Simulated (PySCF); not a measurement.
# Computed NMR parameters against published values

Structure with atom numbers: `[LiH:1]` (H(Xn): hydrogen on atom n).

Published values to compare with: σ 1H H(Li1) 26.60; σ 7Li Li1 89.5 ppm (CCSD(T)/cc-pCVQZ; gas (isolated, no vibration); M. Glasbrenner, PhD thesis, LMU Munich (RPA NMR shieldings paper, SI)).
σ 1H H(Li1) 26.60; σ 7Li Li1 89.3 ppm (CCSD(T)/aug-cc-pCV[TQ]Z extrapolated; gas (isolated, no vibration); Teale, Lutnaes, Helgaker, Tozer, Gauss, JCP 2013, 138, 024111, as tabulated in M. Glasbrenner, PhD thesis, LMU Munich (SI Table 24)).

Calculated, not measured (PySCF 2.14.0 with density-fitted response routines): PBE0-D3(BJ)/def2-TZVP structure, σ from GIAO-B97-2/pcSseg-2. A single conformation, non-relativistic, gas phase.

Q: What does the calculation give, and how does it compare?

A: 
Reference values: CCSD(T)/cc-pCVQZ (gas (isolated, no vibration); M. Glasbrenner, PhD thesis, LMU Munich (RPA NMR shieldings paper, SI)).
| atoms | quantity | reference | computed |
| --- | --- | --- | --- |
| H(Li1) | σ 1H | 26.60 | 26.55 |
| Li1 | σ 7Li | 89.5 | 88.9 |

Reference values: CCSD(T)/aug-cc-pCV[TQ]Z extrapolated (gas (isolated, no vibration); Teale, Lutnaes, Helgaker, Tozer, Gauss, JCP 2013, 138, 024111, as tabulated in M. Glasbrenner, PhD thesis, LMU Munich (SI Table 24)).
| atoms | quantity | reference | computed |
| --- | --- | --- | --- |
| H(Li1) | σ 1H | 26.60 | 26.55 |
| Li1 | σ 7Li | 89.3 | 88.9 |

Absolute shieldings are compared as such; zero-point and thermal motion, absent here, lowers them by some tenths of a ppm for H, a few ppm for C and up to about 10 ppm for F.

Q: How far are the unscaled 1H shieldings from the references?

A: Mean signed difference -0.05 ppm, mean absolute 0.05 ppm over 2 comparisons; the largest is -0.05 ppm at H(Li1) (hydrogen on a lithium).

Q: How far are the unscaled 7Li shieldings from the references?

A: Mean signed difference -0.50 ppm, mean absolute 0.50 ppm over 2 comparisons; the largest is -0.6 ppm at Li1 (lithium bonded to H).

4 of the 16 published NMR values on file for this molecule are compared. The rest: other calculations.
